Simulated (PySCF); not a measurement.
Which determinant of LiF lies lowest?

Unrestricted PBE0; PySCF, no relativity, basis sets Li def2-TZVP, F def2-TZVP. Outer shells of the fragments: Li 2s1; F 2s2 2p5.

Followed along the bond (rough minima from three points):

| 2Ms+1 | unpaired | ⟨S²⟩ at the start | R at minimum (Å) | Te (eV) |
| --- | --- | --- | --- | --- |
| 1 | none | 0.00 | 1.56 | 0.00 |
| 3 | σ ↑, π ↑ | 2.00 | none in the scan | ≤ 5.68 |

Solutions found at the starting distance of 1.900 Å, counted from the lowest of them; the search is not exhaustive and high or unbound solutions are not listed, so other states can lie among these:

| 2Ms+1 | unpaired | term | E (eV) | ⟨S²⟩ | ⟨Lz²⟩ | μ (D) |
| --- | --- | --- | --- | --- | --- | --- |
| 1 | none | ¹Σ⁺ | 0.00 | 0.00 | 0.00 | -7.60 |
| 3 | σ ↑, π ↑ | ³Π | 5.19 | 2.00 | 1.00 | 2.52 |
| 1 | σ ↑, π ↓ | mixed | 5.21 | 1.00 | 1.00 | 2.68 |
| 3 | σ ↑↑ | ³Σ⁺ | 5.59 | 2.00 | 0.00 | 2.60 |
| 3 | π ↑↑ | mixed | 6.74 | 2.00 | 2.00 | 0.54 |
| 3 | π ↑↑ | mixed | 6.83 | 2.00 | 2.00 | 0.58 |
| 3 | σ ↑, π ↑ | ³Π | 7.23 | 2.00 | 1.00 | 0.56 |

A term symbol is given only where ⟨S²⟩ and ⟨Lz²⟩ are close to those of a pure state; real π, δ and φ orbitals otherwise mix terms. A positive dipole means Li(−)F(+).

Counting both spins, an empty level lies below a filled one in some of these solutions, because spin and occupation are held.
